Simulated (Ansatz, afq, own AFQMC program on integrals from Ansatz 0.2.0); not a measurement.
Two steps: Ansatz 0.2.0 writes the Fock matrix and Cholesky factors of the valence space, and afq projects on them the lowest state that overlaps trial and start.

```yaml
crystal:
  periodic: [false, false, false]
  atoms:
    - {symbol: Si, position_ang: [0.034266, -0.418701, -0.357619]}
    - {symbol: Cl, position_ang: [1.411862, -1.911403, -0.003025]}
    - {symbol: Cl, position_ang: [-1.694178, -1.268415, -1.092242]}
    - {symbol: Br, position_ang: [0.852550, 1.018318, -1.840914]}
basis:
  gaussian: {orbitals: def2-TZVP}
magnetization: {spin_polarized: true, initial_magnetization: 1}
correlation: {method: ccsd_t, electrons: outside_noble_gas, hamiltonian_folder: ham}
```

```sh
$ ansatz run in.yaml --threads 2 --pin off --events-out ev --progress --plain --max-ram 49920MiB --backend cuda --devices 0, --max-vram 37GiB
```

afq runs on the folder ham with

```
--method phaseless --trial cisd --walkers 500 --populations 10 --least-time 60 --time-step 0.005 --steps-per-block 50 --equilibration-blocks 28 --max-blocks 4000 --target-error 0.0003 --factor-cut 1e-05 --start spin_pure --seed 4222 --release-times 0.21,0.42,0.63,0.9 --release-step 0.03 --release-every 5 --taylor-order 6
```

Times are imaginary, in 1/Eh. The walk had a cap of 249 s. With eight or more populations the least sampling time is a fifth of least-time, and the error comes from their spread. Filled inner d shells are frozen with the cores.

afq prints:

```
orbitals 130  electrons 13 12  factors 918 of 978
reference energy -3780.50323343 Eh
CCSD correlation -0.66765723 Eh in 12 cycles, weight of the determinant in the CISD state 0.7706
energy of the start -3781.170316 Eh
 block  time / (1/Eh)  mean weight  energy / Eh
     1     0.250  0.9995  -3781.143391
     2     0.500  0.9994  -3781.158290
     3     0.750  0.9983  -3781.171540
     4     1.000  0.9995  -3781.184475
     5     1.250  0.9987  -3781.190504
    10     2.500  1.0001  -3781.203857
    26     6.500  1.0001  -3781.218790
    31     7.750  0.9998  -3781.200897
    51    12.750  0.9993  -3781.195508
    56    14.000  0.9996  -3781.196716
    81    20.250  1.0001  -3781.205939
   106    26.500  1.0009  -3781.197184
   131    32.750  1.0006  -3781.205652
   156    39.000  1.0013  -3781.206720
   181    45.250  1.0001  -3781.203604
   206    51.500  0.9991  -3781.213810
   211    52.750  1.0006  -3781.209699
error from the spread of 10 populations
released: time / (1/Eh)  energy / Eh  error  mean overlap
  0.21  -3781.204185  0.000567  0.9995
  0.42  -3781.205515  0.000463  0.9914
  0.63  -3781.205171  0.000578  0.9888
  0.90  -3781.203746  0.000765  0.9962
energy -3781.204336 +/- 0.000436 Eh
(rows thinned)
```

The run passed its tests (sampling time, drift between the halves within three errors, error under three times the target), which doesn't prove that it has relaxed, ending at its cap on processor time.

Against this walk (error 11.9 meV) on the same determinant: CCSD(T) 79.7 meV higher. The error is statistical and leaves out the bias of the constraint. Released to 0.90 1/Eh the energy moves by 16 ± 24 meV (both errors), within twice the noise.

Cautions: constraint bias not in the error; error above the target (11.9 against 8.2 meV); no relativity below Rb; no spin-orbit coupling; inner d shell frozen.

The walk took 4.2 min on 1 × NVIDIA H100 80GB HBM3 with 4 threads of AMD EPYC 7R13 Processor (Zen 3), on a shared host (the card was shared). The log's last line is the phaseless energy.
